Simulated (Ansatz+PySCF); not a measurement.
Results of a calculation; reference values are marked as such.
## PySCF 2.14.0 run

```python
from pyscf import gto, scf, cc

mol = gto.M(atom="""
C 0.000000 0.000000 0.000000
C 0.673360 0.000000 1.017340
C -0.673360 0.000000 1.017340
""", basis='6-31g', charge=1, spin=1)
mf = scf.UHF(mol)
mf.kernel()
mycc = cc.CCSD(mf, frozen=3).run()
et = mycc.ccsd_t()
print(mf.e_tot, mycc.e_corr, et, mycc.e_tot + et)
```

The script is written out from the run's settings.

The run gave:

- Converged: yes
- Reference energy: -112.80221 hartree
- CCSD correlation energy: -0.27880 hartree
- Triples correction: -0.01805 hartree
- Total energy: -113.09905 hartree
- Spin squared of the determinant: 0.908

The reference isn't the lowest determinant (another lies 1.67 eV lower), but the same method gives a higher total on the lower determinant. Caution: large share of triples, a single reference is doubtful; the unrestricted determinant is spin contaminated.
